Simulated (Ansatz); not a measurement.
System: CH₂F₂ (charge +1, doublet). SMILES of the parent species: FCF
Geometry from a B3LYP-D3(BJ)/def2-TZVP (Ansatz, a quantum-chemistry and plane-wave program) optimisation:
```
C
F 1 1.2809
F 1 1.2809 2 116.11
H 1 1.1705 2 112.06 3 130.54
H 1 1.1705 4 89.55 3 113.71
```
Charge +1, spin multiplicity 2.

Question: Give the harmonic wavenumbers at B3LYP-D3(BJ)/def2-TZVP (Ansatz, finite differences of forces, unscaled).

Answer: 591, 641, 988, 1054, 1103, 1238, 1395, 2121, 2480 cm⁻¹. Zero-point energy 16.6 kcal/mol.

Question: From these and the geometry, give the ideal-gas thermochemistry at 298.15 K and 1 atm (rigid rotor, harmonic oscillator).

Answer: Point group C2v, rotational symmetry number 2. Rotational constants 55.7, 10.93, 9.61 GHz. S(trans) 37.77, S(rot) 20.16, S(vib) 1.14, S(elec, spin only) 1.38, S 60.4 cal/(mol K). H(298) - H(0) 2.63 kcal/mol; G - E(el) 1.2 kcal/mol.
